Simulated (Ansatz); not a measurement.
## Relative stability

Two relaxed structures of Si2H5O (charge -1), closed shell (PBE0-D4/def2-TZVPD; forces vanish, vibrations not checked).

A:

```csv
atom,x (Å),y (Å),z (Å)
O1,-1.1891,0.3281,-1.6672
Si2,-1.0832,0.8507,-0.0014
Si3,0.6738,-0.5419,0.8383
H4,-2.0887,0.0390,-1.8154
H5,-0.0819,2.0084,-0.1746
H6,1.1448,-0.0399,2.1841
H7,1.9711,-0.7476,0.0814
H8,0.2718,-1.9668,1.1437
```

B:

```xyz
8
angstrom
O -2.0979 1.2526 -0.4156
Si -0.6227 0.5221 -0.8347
Si 0.3192 -0.4317 1.0828
H -1.0093 -0.2794 -2.0547
H 0.2362 1.6175 -1.4297
H -2.1320 1.3073 0.5441
H 1.7326 -0.5222 0.5013
H -0.0895 -1.8752 0.7759
```

Computed with Ansatz 0.2.0 (basis: def2-TZVPPD); correlated methods freeze the cores. B3LYP uses VWN-RPA correlation.

**Question.** Which structure is lower at CCSD(T), and by how much? (To be estimated.)

**Answer.** By the calculation: B, by 9.21 kcal/mol (electronic energy, against the other). By their contacts, A is Si₂H₅O ([OH][SiH][SiH3]), total charge -1 and B is Si₂H₅O ([OH][SiH2][SiH2]), total charge -1.

All methods give the same order:

| method | E(B) − E(A) (kcal/mol) |
| --- | --- |
| PBE-D4 | -8.69 |
| r2SCAN-D4 | -9.87 |
| PBE0-D4 | -9.49 |
| B3LYP-D4 | -8.36 |
| wB97M-V | -8.81 |
| HF | -8.92 |
| MP2 | -9.60 |
| CCSD | -9.13 |
| CCSD(T) | -9.21 |

The T1 diagnostic stays at or below 0.017.

Labels in which every atom is bracketed show which atoms are joined, not bond orders.

For scale, one of the runs: CCSD(T)/def2-TZVPPD, 221 basis functions, launched by `ansatz run in.yaml --threads 2 --pin off --events-out ev --progress --plain --max-ram 4352MiB`. Hardware: 2 CPU threads of an Intel Xeon Platinum 8259CL, shared host. Wall time 62 s; peak host memory 3.2 GiB.
